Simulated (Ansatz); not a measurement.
C4H4S (`CC#CC=S`) from Hartree–Fock to CCSD(T)

Cartesian coordinates in Å:
```
C 1.428 -1.122 0.258
C 0.279 -0.271 0.052
C -0.668 0.460 -0.119
C -1.782 1.289 -0.321
S -1.763 2.910 -0.279
H 2.111 -1.045 -0.593
H 1.137 -2.168 0.370
H 1.978 -0.815 1.151
H -2.718 0.762 -0.520
```

Charge 0, multiplicity 1. All single points use the PBE0-D4/def2-TZVP geometry. Frozen core, restricted reference, Ansatz. CBS rows extrapolate triple and quadruple zeta; past MP2 they add the triple-zeta difference.

| basis | HF (Eh) | MP2 corr. | CCSD corr. | (T) | CCSD(T) total |
| --- | --- | --- | --- | --- | --- |
| def2-SVP | ? | ? | -0.68677 | -0.02946 | ? |
| def2-TZVPP | ? | -0.79668 | -0.82852 | ? | ? |
| def2-QZVPP | -551.33247 | -0.85125 | – | – | – |
| CBS(def2) | -551.33489 | -0.89168 | -0.92352 | as TZ | -552.30321 |

**Question.** Fill in the withheld values. (An estimate is asked.)

**Answer.** Computed: def2-SVP HF (Eh): -551.00476; def2-SVP MP2 corr.: -0.64687; def2-SVP CCSD(T) total: -551.72099; def2-TZVPP HF (Eh): -551.31486; def2-TZVPP (T): -0.04480; def2-TZVPP CCSD(T) total: -552.18818.
